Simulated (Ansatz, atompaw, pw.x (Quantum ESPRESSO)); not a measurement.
**From atom to crystal: PAW (atompaw) potential for palladium**

* Element: Pd
* Generator: atompaw 4.2.0.5
* Type: PAW
* Functional: LDA (PW92)
* Relativity: scalar-relativistic
* Frozen core: [Ar] 3d10
* Valence charge: 18
* Reference configuration: 4s2 4p6 4d9 5s1 5p0
* Partial waves: 4s (bound): rc 1.50 bohr; 5s (bound): rc 1.50 bohr; 4p (bound): rc 1.80 bohr; 5p (bound, empty): rc 2.35 bohr; 4d (bound): rc 1.90 bohr; 4d channel at 1.8 Ry: rc 2.35 bohr
* Local potential: bessel scheme, radius 1.60 bohr
* Core correction: smooth core density matched at 1.80 bohr
* Augmentation charge: sinc compensation charge, radius 1.75 bohr; PAW radius 2.35 bohr; waves and projectors: custom rrkj gramschmidtortho

Crystal test: fcc Pd in pw.x 7.5, no spin, 15³ k-points, Fermi–Dirac smearing 0.01 Ry, cutoffs 85/850 Ry. The reference is all-electron LAPW (Ansatz 0.2.0) with the same functional, mesh and smearing; V0 and B0 come from Birch–Murnaghan fits to the pressures at five volumes. Errors are pseudo minus all-electron; Δ is the rms difference of the E(V) curves that follow from these fits, minima aligned, over ±6 % about the mean V0. Mesh and smearing are coarse, so the numbers serve the comparison and aren't converged zero-temperature values; the lattice is a test structure that the element need not adopt.

All-electron: a0 = 3.842 Å (V0 = 14.18 Å³/atom), B0 = 225.1 GPa.

Problem. How far does the potential miss the all-electron equation of state?

Solution. mean pressure error (GPa): +1.57; a0 (Å): 3.851; a0 error (%): +0.23; B0 error (%): -0.4; Δ (meV/atom): 4.9.

```json
{"V (Å³/atom)": "13.521", "P all-electron (GPa)": "12.20", "P pseudo (GPa)": "14.18"}
{"V (Å³/atom)": "13.877", "P all-electron (GPa)": "5.18", "P pseudo (GPa)": "6.93"}
{"V (Å³/atom)": "14.233", "P all-electron (GPa)": "-0.81", "P pseudo (GPa)": "0.73"}
{"V (Å³/atom)": "14.589", "P all-electron (GPa)": "-5.91", "P pseudo (GPa)": "-4.53"}
{"V (Å³/atom)": "14.945", "P all-electron (GPa)": "-10.25", "P pseudo (GPa)": "-9.03"}
```

Problem. At the middle volume, how do free energy and pressure move when the wave cutoff is lowered (ecutrho held at 850 Ry)?

Solution.

```json
{"cutoff (Ry)": "38", "shift of F (meV/atom)": "+110.5", "shift of P (GPa)": "-4.05"}
{"cutoff (Ry)": "51", "shift of F (meV/atom)": "+14.3", "shift of P (GPa)": "-0.15"}
{"cutoff (Ry)": "68", "shift of F (meV/atom)": "+4.6", "shift of P (GPa)": "-0.32"}
```

The run at the middle volume (120 k-points, 11 iterations) took about 35 s on one core of a shared host (AMD EPYC 7R13 Processor, 48 threads, 185 GiB, load 19).
